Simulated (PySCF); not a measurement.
# H3O+ (oxonium) at 6 levels

Aim: a comparison of 6 runs (MP2/6-31G, CCSDT(Q)/6-31G, CCSDT/6-31G, QCISD(T)/6-31G, CCSD(T)/6-31G, FCI/6-31G) of H3O+ (oxonium). Input form: a Python script.

Program for the calculation: PySCF 2.14.0.

5 further runs of the same task are left out: 5 set aside as unsound or not needed.

**1. Starting point**

The species is H3O+ (4 atoms), meant as a singlet with charge +1. SMILES: `[OH3+]`. The O1–H3 distance was set to 1.174 Å, away from the relaxed value.

Bond lengths: O1–H2 0.978 Å, O1–H4 0.978 Å. Angles: H2–O1–H4 113.0°.

**2. A single-point energy at MP2/6-31G (run 1)**

Contents of job.py:

```python
from pyscf import gto, scf, mp

mol = gto.Mole()
mol.atom = 'O 0.300114 0.005603 0.090130; H 0.337204 0.980743 0.158030; H -0.408890 -0.368290 -0.767380; H 0.126004 -0.431147 0.947910'
mol.basis = '6-31g'
mol.charge = 1
mol.verbose = 4
mol.max_memory = 1860
mol.build()

calc0 = scf.RHF(mol)
calc0.conv_tol = 1e-10
calc0.kernel()
if not calc0.converged:
    calc0 = calc0.newton().run(calc0.mo_coeff, calc0.mo_occ)

pt = mp.MP2(calc0, frozen=1).run()
e_final = pt.e_tot
print('E = %.10f Eh' % e_final)
```

The run is started by

```
$ OMP_NUM_THREADS=1 python job.py
```

The log of the run:

```text
PySCF version 2.14.0

[... 56 lines left out ...]
converged SCF energy = -76.2434343903421
[... 1 line left out ...]
******** <class 'pyscf.mp.mp2.RMP2'> ********
nocc = 4, nmo = 14
frozen orbitals 1
E(RMP2) = -76.3792193729684  E_corr = -0.13578498262638
E(SCS-RMP2) = -76.3796269271763  E_corr = -0.13619253683423
E_corr(same-spin) = -0.0308647411354913
E_corr(oppo-spin) = -0.104920241490888
E = -76.3792193730 Eh
```

Run time: 0.46 s. Hardware: 1 thread of Intel Xeon 6975P-C (Granite Rapids), shared host; peak memory 0.12 GiB.

**3. The energy at CCSDT(Q)/6-31G (run 2)**

Contents of mol.xyz:

```xyz
4

O      0.300114     0.005603     0.090130
H      0.337204     0.980743     0.158030
H     -0.408890    -0.368290    -0.767380
H      0.126004    -0.431147     0.947910
```

Contents of calc.py:

```python
from pyscf import gto, cc

mol = gto.M(
    atom='mol.xyz',
    spin=0,
    charge=1,
    basis='6-31g',
    verbose=3,
    max_memory=1860,
)

mf = mol.RHF()
mf.conv_tol = 1e-10
mf.kernel()
if not mf.converged:
    mf = mf.newton().run(mf.mo_coeff, mf.mo_occ)

mycc = cc.CCSDT(mf, frozen=1)
mycc.kernel()
e_bracket, e_q = mycc.ccsdt_q()
etot = mycc.e_tot + e_q
print('E(%s) = %.9f' % ('CCSDT(Q)', etot))
```

The run is started by

```
$ OMP_NUM_THREADS=1 python calc.py
```

The log of the run:

```text
converged SCF energy = -76.2434343903421
_make_eris_incore_RCCSDT

WARN: A large `blksize` is being used, which may cause large memory consumption
      for storing contraction intermediates. If memory is sufficient, consider using
      `pyscf.cc.rccsdt_highm.RCCSDT` instead.

WARN: A large `blksize_oovv` is being used, which may cause large memory consumption
      for storing contraction intermediates. If memory is sufficient, consider using
      `pyscf.cc.rccsdt_highm.RCCSDT` instead.

WARN: A large `blksize_oooo` is being used, which may cause large memory consumption
      for storing contraction intermediates. If memory is sufficient, consider using
      `pyscf.cc.rccsdt_highm.RCCSDT` instead.

RCCSDT converged
E(RCCSDT) = -76.38843079964745   E_corr = -0.1449964093053981
E_corr(same-spin) = -0.0244199406715682
E_corr(oppo-spin) = -0.12057646863383
_make_eris_incore_RCCSDT
E(CCSDT(Q)) = -76.388923624
```

Wall time 0.74 s (1 thread of Intel Xeon 6975P-C (Granite Rapids), shared host); peak memory 0.12 GiB.

Run 3 isn't shown in full; the table further down has it.

**4. The energy at QCISD(T)/6-31G (run 4)**

mol.xyz is that of step 3.

Contents of input.py:

```python
from pyscf import gto, cc

mol = gto.M(
    atom='mol.xyz',
    basis='6-31g',
    max_memory=1860,
    verbose=3,
    spin=0,
    charge=1,
)

mf = mol.RHF()
mf.conv_tol = 1e-10
mf.kernel()
if not mf.converged:
    mf = mf.newton().run(mf.mo_coeff, mf.mo_occ)

mycc = cc.QCISD(mf, frozen=1)
mycc.kernel()
e_t = mycc.qcisd_t()
etot = mycc.e_tot + e_t
print(f'total energy: {etot:.8f} hartree')
```

The run is started by

```
$ OMP_NUM_THREADS=1 python input.py
```

The log of the run:

```text
converged SCF energy = -76.2434343903421
E(QCISD) = -76.38727010433506  E_corr = -0.1438357139929973
QCISD(T) correction = -0.00110998759086256
total energy: -76.38838009 hartree
```

Wall time 0.5 s (1 thread of Intel Xeon 6975P-C (Granite Rapids), shared host); peak memory 0.12 GiB.

Run 5 isn't shown in full; the table further down has it.

**5. A single-point energy at FCI/6-31G (run 6)**

Contents of input.py:

```python
from pyscf import gto, scf, mcscf
from pyscf import fci

mol = gto.M(
    atom='''
O      0.567133     0.010588     0.170321
H      0.637223     1.853336     0.298633
H     -0.772690    -0.695967    -1.450138
H      0.238113    -0.814750     1.791290
''',
    charge=1,
    unit='bohr',
    max_memory=1860,
    verbose=3,
    basis='6-31g',
)

hf = scf.RHF(mol)
hf.conv_tol = 1e-10
hf.kernel()
if not hf.converged:
    hf = hf.newton().run(hf.mo_coeff, hf.mo_occ)

cas = mcscf.CASCI(hf, hf.mo_coeff.shape[-1] - 1, (mol.nelec[0] - 1, mol.nelec[1] - 1))  # full CI above the frozen core
cas.fcisolver = fci.direct_spin0.FCI(mol)  # even spin states alone
cas.kernel()
print('<S^2> = %.4f' % cas.fcisolver.spin_square(cas.ci, cas.ncas, cas.nelecas)[0])
e_tot = cas.e_tot
print('E(%s) = %.9f' % ('FCI', e_tot))
```

The run is started by

```
$ OMP_NUM_THREADS=1 python input.py
```

The log of the run:

```text
converged SCF energy = -76.2434344337341
CASCI E = -76.3889034778837  E(CI) = -27.3976161755422  S^2 = 0.0000000
<S^2> = 0.0000
E(FCI) = -76.388903478
```

Wall time 6 s (1 thread of Intel Xeon 6975P-C (Granite Rapids), shared host); peak memory 0.34 GiB.

**6. All runs side by side**

```
run           level  energy (Eh)  HOMO energy (eV)  LUMO energy (eV)  HOMO–LUMO gap (eV)  wall time
  1       MP2/6-31G   -76.379219            -25.16             -4.21               20.95     0.46 s
  2  CCSDT(Q)/6-31G   -76.388924            -25.16             -4.21               20.95     0.74 s
  3     CCSDT/6-31G   -76.388431            -25.16             -4.21               20.95     0.66 s
  4  QCISD(T)/6-31G   -76.388380            -25.16             -4.21               20.95      0.5 s
  5   CCSD(T)/6-31G   -76.388311            -25.16             -4.21               20.95     0.44 s
  6       FCI/6-31G   -76.388903            -25.16             -4.21               20.95        6 s
```

**7. What came out**

```
                                         quantity         value
                              run 6: total energy  -76.38890 Eh
       run 6: HOMO energy (Hartree–Fock orbitals)     -25.16 eV
       run 6: LUMO energy (Hartree–Fock orbitals)      -4.21 eV
     run 6: HOMO–LUMO gap (Hartree–Fock orbitals)      20.95 eV
run 6: correlation energy (1 core orbital frozen)    -145.5 mEh
```

Against full CI in this basis: MP2 +9.7 mEh; CCSDT(Q) -0.0 mEh; CCSDT +0.5 mEh; QCISD(T) +0.5 mEh; CCSD(T) +0.6 mEh. All runs together took 8.8 s, the longest 6 s.
